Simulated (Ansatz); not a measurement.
Input file:

```yaml
crystal:
  periodic: [false, false, false]
  atoms:
    - {symbol: B, position_ang: [0.000000, -0.058642, 1.581057]}
    - {symbol: Al, position_ang: [0.000000, -0.058642, -0.498271]}
    - {symbol: H, position_ang: [0.000000, -1.469969, -1.218778]}
    - {symbol: H, position_ang: [0.000000, 3.668724, -2.401156]}
basis:
  gaussian: {orbitals: 6-31G}
magnetization: {spin_polarized: false, initial_magnetization: 2}
correlation: {method: sc_nevpt2, electrons: outside_noble_gas, active_space: {window: {electrons: 4, orbitals: 4}}}
```

```sh
$ ansatz run in.yaml --threads 1 --pin off --events-out ev --progress --plain --max-ram 2393MiB
```

Question: Roughly how long does this take on 1 thread of Arm Neoverse V1, shared host, and how much host memory?

Answer: 1.4 s wall and 0.15 GiB.

```
329 factors; integrals over basis functions are off by at most 1.5e-4 eV
mean field evaluation 1: about -7271.1815 eV, gradient 1.4e1 eV
mean field evaluation 2: about -7271.2000 eV, gradient 1.4e1 eV
mean field evaluation 4: about -7276.3013 eV, gradient 6.3e0 eV
mean field evaluation 8: about -7277.2228 eV, gradient 1.4e0 eV
mean field evaluation 16: about -7277.2650 eV, gradient 8.8e-2 eV
mean field evaluation 32: about -7277.5434 eV, gradient 3.6e-2 eV
mean field evaluation 64: about -7275.7689 eV, gradient 5.9e0 eV
mean field evaluation 96: about -7277.4122 eV, gradient 1.4e0 eV
mean field evaluation 128: about -7275.6973 eV, gradient 4.1e0 eV
mean field evaluation 160: about -7275.1008 eV, gradient 9.8e0 eV
mean field evaluation 192: about -7275.9012 eV, gradient 1.7e0 eV
mean field evaluation 224: about -7277.2652 eV, gradient 3.1e-3 eV
mean field -7277.54348137 eV, -267.4447900442 hartree, gradient 1.8e-6 eV, S^2 2.000000; 13 other end points of the search recorded, 0 dependent functions left out
reference -7277.54348137 eV, -267.4447900442 hartree; 11, 9 occupied and 15, 17 virtual orbitals, 329 factors
state -7278.60535196 eV, -267.4838130685 hartree
state -7278.60535196 eV, -267.4838130685 hartree; corrected -7279.93584264 eV, -267.5327076993 hartree
Total energy: -7279.93584264 eV, -267.5327076993 hartree
```

Natural occupations: 1.5637 1.0001 1.0000 0.4362.

For the same geometry and basis full CI lies 856.0 meV lower.
